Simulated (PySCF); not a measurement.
Compound: N-vinylformamide, C₃H₅NO.
Numbering: `[CH2:1]=[CH:2][NH:3][CH:4]=[O:5]` (hydrogens: H6, H7 on C1; H8 on C2; H9 on N3; H10 on C4)

The same species was optimised twice, with GFN2-xTB and with PBE0-D3(BJ)/def2-SVP (PySCF), and the same property calculations (PySCF, gas phase) were run on both structures.

```csv
coordinate,GFN2-xTB,PBE0-D3(BJ)/def2-SVP,change
C1–H7 (Å),1.073,1.090,+0.017
C1–H6 (Å),1.077,1.094,+0.017
C2–H8 (Å),1.080,1.093,+0.013
C1=C2 (Å),1.323,1.336,+0.013
N3–C4 (Å),1.357,1.369,+0.012
C4–H10 (Å),1.106,1.116,+0.010
N3–H9 (Å),1.010,1.013,+0.003
C4=O5 (Å),1.203,1.205,+0.002
C2–N3 (Å),1.389,1.388,-0.001
C2–N3–H9 (°),117.0,118.9,+1.9
C4–N3–H9 (°),119.7,118.0,-1.7
C1–C2–N3 (°),123.7,125.0,+1.3
C2–C1–H7 (°),121.1,120.0,-1.1
H6–C1–H7 (°),116.9,117.8,+0.9
C1–C2–H8 (°),123.3,122.7,-0.6
N3–C2–H8 (°),112.9,112.3,-0.6
N3–C4–O5 (°),125.5,124.9,-0.6
C1–C2–N3–C4 (°),180,-179,+1
C2–N3–C4–O5 (°),0,0,0
```

Rotational constants: A = 20306, B = 3002, C = 2615 MHz (GFN2-xTB) against A = 19930, B = 2975, C = 2588 MHz (PBE0-D3(BJ)/def2-SVP). Point groups within 0.08 Å: Cs and Cs.

On the GFN2-xTB structure: lowest singlet, TDDFT (eV) 5.47 [CAM-B3LYP/def2-SVPD]; lowest triplet, Tamm–Dancoff (eV) 3.93 [CAM-B3LYP/def2-SVPD]; isotropic polarisability (au) 52.0 [CAM-B3LYP/def2-SVPD]; HOMO (eV) -8.29 [CAM-B3LYP/def2-SVPD]; LUMO (eV) 0.53 [CAM-B3LYP/def2-SVPD]; dipole (D) 3.62 [CAM-B3LYP/def2-SVPD]; HOMO (eV) -6.92 [PBE0/pcSseg-1]; LUMO (eV) -0.37 [PBE0/pcSseg-1]; dipole (D) 3.49 [PBE0/pcSseg-1]; GIAO shielding of C1 (ppm) 90.1 [PBE0/pcSseg-1]; GIAO shielding of C2 (ppm) 51.7 [PBE0/pcSseg-1]; GIAO shielding of N3 (ppm) 97.9 [PBE0/pcSseg-1]; GIAO shielding of C4 (ppm) 28.9 [PBE0/pcSseg-1]; GIAO shielding of O5 (ppm) -103.6 [PBE0/pcSseg-1].

Question: What do these properties become on the PBE0-D3(BJ)/def2-SVP structure?

Answer: 
```json
{"property": "lowest singlet, TDDFT (eV)", "level": "CAM-B3LYP/def2-SVPD", "on GFN2-xTB": "5.47", "on PBE0-D3(BJ)/def2-SVP": "5.43", "change": "-0.04"}
{"property": "lowest triplet, Tamm–Dancoff (eV)", "level": "CAM-B3LYP/def2-SVPD", "on GFN2-xTB": "3.93", "on PBE0-D3(BJ)/def2-SVP": "3.82", "change": "-0.11"}
{"property": "isotropic polarisability (au)", "level": "CAM-B3LYP/def2-SVPD", "on GFN2-xTB": "52.0", "on PBE0-D3(BJ)/def2-SVP": "53.0", "change": "+1.0"}
{"property": "HOMO (eV)", "level": "CAM-B3LYP/def2-SVPD", "on GFN2-xTB": "-8.29", "on PBE0-D3(BJ)/def2-SVP": "-8.24", "change": "+0.05"}
{"property": "LUMO (eV)", "level": "CAM-B3LYP/def2-SVPD", "on GFN2-xTB": "0.53", "on PBE0-D3(BJ)/def2-SVP": "0.47", "change": "-0.06"}
{"property": "dipole (D)", "level": "CAM-B3LYP/def2-SVPD", "on GFN2-xTB": "3.62", "on PBE0-D3(BJ)/def2-SVP": "3.56", "change": "-0.06"}
{"property": "energy, GFN2-xTB geometry as zero (kcal/mol)", "level": "CAM-B3LYP/def2-SVPD", "on GFN2-xTB": "0.0", "on PBE0-D3(BJ)/def2-SVP": "-0.4", "change": "-0.4"}
{"property": "HOMO (eV)", "level": "PBE0/pcSseg-1", "on GFN2-xTB": "-6.92", "on PBE0-D3(BJ)/def2-SVP": "-6.87", "change": "+0.05"}
{"property": "LUMO (eV)", "level": "PBE0/pcSseg-1", "on GFN2-xTB": "-0.37", "on PBE0-D3(BJ)/def2-SVP": "-0.43", "change": "-0.06"}
{"property": "dipole (D)", "level": "PBE0/pcSseg-1", "on GFN2-xTB": "3.49", "on PBE0-D3(BJ)/def2-SVP": "3.44", "change": "-0.05"}
{"property": "energy, GFN2-xTB geometry as zero (kcal/mol)", "level": "PBE0/pcSseg-1", "on GFN2-xTB": "0.0", "on PBE0-D3(BJ)/def2-SVP": "-0.3", "change": "-0.3"}
{"property": "GIAO shielding of C1 (ppm)", "level": "PBE0/pcSseg-1", "on GFN2-xTB": "90.1", "on PBE0-D3(BJ)/def2-SVP": "87.9", "change": "-2.2"}
{"property": "GIAO shielding of C2 (ppm)", "level": "PBE0/pcSseg-1", "on GFN2-xTB": "51.7", "on PBE0-D3(BJ)/def2-SVP": "50.0", "change": "-1.7"}
{"property": "GIAO shielding of N3 (ppm)", "level": "PBE0/pcSseg-1", "on GFN2-xTB": "97.9", "on PBE0-D3(BJ)/def2-SVP": "95.9", "change": "-2.0"}
{"property": "GIAO shielding of C4 (ppm)", "level": "PBE0/pcSseg-1", "on GFN2-xTB": "28.9", "on PBE0-D3(BJ)/def2-SVP": "27.3", "change": "-1.6"}
{"property": "GIAO shielding of O5 (ppm)", "level": "PBE0/pcSseg-1", "on GFN2-xTB": "-103.6", "on PBE0-D3(BJ)/def2-SVP": "-111.3", "change": "-7.7"}
```

The heavy atoms differ by 0.014 Å rms after alignment. Among all bonds C1–H6 and C1–H7 change most and about equally (+0.017 Å). Changes are differences of the printed values. Neither structure is proved a minimum here.

Shape of the structure used: `[CH2:1]=[CH:2][NH:3][CH:4]=[O:5]`: C1–C2–N3–C4 -179°, C2–N3–C4–O5 0°.
